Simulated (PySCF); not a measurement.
# Badger's rule along the third period: bonds to H

PBE0 in PySCF with def2-TZVP on every atom, for the lowest determinant that a PBE0 search found; no spin–orbit coupling. Badger's rule says that Re = d + c·k^(−1/3) for bonds between atoms of fixed rows.

```
molecule  state (unpaired electrons)  Re (Å)  k (mdyn/Å)
     HCl      singlet (closed shell)   1.279        5.19
      SH               doublet (π ↑)   1.346           ?
      PH              triplet (π ↑↑)   1.428           ?
     SiH               doublet (π ↑)   1.532           ?
     AlH      singlet (closed shell)   1.665           ?
     MgH               doublet (σ ↑)   1.744           ?
     NaH      singlet (closed shell)   1.891       0.781
```

Q: Fix c and d from HCl and NaH.

A: c = (1.891 − 1.279)/(0.781^(−1/3) − 5.19^(−1/3)) = 1.204, d = 1.279 − c·5.19^(−1/3) = 0.584 Å.

Q: Predict k of the others and set the computed values beside them.

A: 

```
molecule  k by the rule  k computed  difference (%)
      SH           3.94        4.21              -6
      PH           2.90        3.24             -11
     SiH           2.05        2.35             -13
     AlH           1.38        1.56             -11
     MgH           1.12        1.23              -9
```

The rule misses by 10 % on average; it knows nothing of spin state or of how ionic a bond is, and both change along this series.

States were picked by a PBE0 search and need not be the measured ground states.
